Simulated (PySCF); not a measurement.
**C3H4: calculation against experiment**

**What was measured.**

NIST CCCBDB Release 22 (SRD 101), experimental dipoles lists, for the gas: dipole moment (microwave Stark effect) 0.454 ± 0.01 D.

How close the calculation comes is told at the end.

Species: C3H4.
SMILES with atom numbers: `[CH:1]1=[CH:2][CH2:3]1` (hydrogens: H4 on C1; H5 on C2; H6, H7 on C3)

Cartesian coordinates in Å at the GFN2-xTB level; atoms count from 1:
```
atom  x, y, z in Å
C1    -0.586    0.661   -0.076
C2    -0.620   -0.631    0.034
C3     0.749   -0.017    0.018
H4    -1.074    1.599   -0.172
H5    -1.156   -1.544    0.098
H6     1.321    0.046    0.939
H7     1.369   -0.109   -0.868
```

Runs made with PySCF (gas phase, on this GFN2-xTB geometry; no spin–orbit coupling):

```tsv
level	job	basis functions	wall time
wB97X-D/def2-SVPD	8 singlets by full TDDFT, 3 Tamm–Dancoff triplets, polarisability	92	3.9 s
```

Hardware: one thread, x86-64 server, on a shared host.

Results beside the measurements:

**Dipole moment.** Measured: 0.454 D (NIST CCCBDB Release 22 (SRD 101), experimental dipoles).

| level | computed (D) | computed − measured (D) | % (from the printed values) |
| --- | --- | --- | --- |
| wB97X-D/def2-SVPD | 0.458 | +0.004 | +1 |

The computed dipoles belong to one fixed geometry; measured ones are averaged over vibrations unless marked μe. Magnitudes are compared, not signs.

The geometry is computed, not the measured one. Where a level misses, the cause wasn't examined.
